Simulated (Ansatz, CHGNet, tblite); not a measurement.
# Ladder of methods for the lattice constant a of CaB6-type CaB₆

Reference value: 4.151 Å (measured, temperature not stated, not corrected to a static lattice; as tabulated in Singh (2010), arXiv:1009.1807).

```
level (code)           value (Å)  difference (%)
---------------------  ---------  --------------
GFN1-xTB (tblite)          4.237           +2.07
CHGNet 0.3.0 (CHGNet)      4.135           -0.39
LDA (Ansatz)               4.089           -1.49
PBE (Ansatz)               4.148           -0.07
r²SCAN (Ansatz)            4.137           -0.34
```

The reference's temperature isn't stated, so close values are not ranked against it.

The measured value isn't corrected to a static lattice, so vibrations enter the comparison. A static lattice is as a rule a little smaller than the measured one.  GFN1-xTB: the method was fitted mainly to molecules. GFN1-xTB: the run uses a supercell at the zone centre in place of a k mesh. Cutoffs differ between the levels. Ansatz's density-functional and Hartree–Fock values are scalar-relativistic unless marked +SOC, with PAW data made under PBE.

Machine-learned potentials (CHGNet 0.3.0) are trained on DFT data, which may include these solids.

Differences are worked out from the printed values.

Ansatz is a program for electronic structure.
